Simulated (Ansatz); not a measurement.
`OB(O)O`, relaxed with RKS PBE0-D4/def2-TZVP in Ansatz from a GFN2-xTB geometry. The force threshold is 0.005 eV/Å; the program also tests the step.

Charge 0, multiplicity 1.

Start:

```xyz
7

O     0.334   -0.820    1.031
B     0.000    0.000   -0.001
O     0.939    0.813   -0.554
O    -1.273    0.006   -0.479
H     1.251   -0.757    1.294
H     0.606    1.356   -1.268
H    -1.857   -0.598   -0.023
```

Question: How much energy does the relaxation release, and in how many steps? (Best estimate.)

Answer: Ansatz gave: 0.01 eV, in 4 steps.

Question: Which bonds change most? (Estimate.)

Answer: The calculation gave: B2–O3 from 1.360 to 1.366 Å; O1–B2 from 1.360 to 1.366 Å; B2–O4 from 1.360 to 1.366 Å; O1–H5 from 0.956 to 0.960 Å.

Question: Give the relaxed structure. (An estimate is asked.)

Answer: Ansatz gave: 
```xyz
7

O     0.328   -0.829    1.035
B     0.000    0.000    0.000
O     0.949    0.815   -0.549
O    -1.277    0.014   -0.486
H     1.251   -0.748    1.286
H     0.598    1.348   -1.266
H    -1.849   -0.600   -0.020
```
